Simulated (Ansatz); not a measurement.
A structure relaxed at PBE0-D4/def2-TZVP, charge 0, multiplicity 1:

| atom | x (Å) | y (Å) | z (Å) |
| --- | --- | --- | --- |
| C1 | 0.9300 | 0.5242 | -1.4581 |
| S2 | -0.1939 | 1.1875 | -0.2177 |
| C3 | -0.7148 | -0.3242 | 0.5352 |
| C4 | -0.9223 | -0.4192 | 1.9560 |
| N5 | 0.1441 | -0.9722 | 1.6269 |
| H6 | 0.4069 | -0.1495 | -2.1386 |
| H7 | 1.7636 | 0.0056 | -0.9848 |
| H8 | 1.3108 | 1.3722 | -2.0280 |
| H9 | -1.2176 | -1.0207 | -0.1324 |
| H10 | -1.5067 | -0.2037 | 2.8414 |

Question: Give its formula and SMILES.

Answer: C3H5NS, `CSC1C=N1`.

Question: Summarise the bond lengths by kind.

Answer: 2 × C–S 1.767 to 1.801 Å; 5 × C–H 1.083 to 1.091 Å; 1 × C–C 1.439 Å; 2 × C–N 1.246 to 1.533 Å.

Program: Ansatz 0.2.0.
